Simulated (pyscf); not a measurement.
`[SiH3][NH][SiH3]` + `[NH2]` [doublet] → `[SiH2][NH][SiH3]` [doublet] + `[NH3]` (hydrogen abstraction; doublet surface; H–Si broken, H–N formed). Single points on ωB97X-D3(BJ)/def2-SVP structures (PySCF, gas phase). Rate constants from transition-state theory, ωB97M-D3(BJ)/def2-TZVP energies (ideal gas, 1 atm, RRHO with modes under 100 cm⁻¹ raised to 100, one conformer, R ln 2 for chiral ones without a mode under 150 cm⁻¹; no tunnelling), k in cm³ molecule⁻¹ s⁻¹.

```
T (K)  1000/T  log10 k
-----  ------  -------
298     3.354   -16.72
600     1.667        ?
900     1.111   -13.52
1200    0.833   -12.92
```

**Question.** Fit an Arrhenius line to the three values, give the activation energy, and predict k at 600 K.

**Answer.** Least squares gives log10 k = -11.78 − 1.48 × 1000/T, so Ea = 1.48 × ln 10 × 1.987 = 6.8 kcal/mol, against an electronic barrier of 4.4. At 600 K the line gives -14.25; the computed value is -14.48 (ΔG‡ = 23.3 kcal/mol), a factor 1.7 under the line, since the plot is curved. One saddle was located; it need not be the lowest between these sides. The angle at the transferred H is 153°.
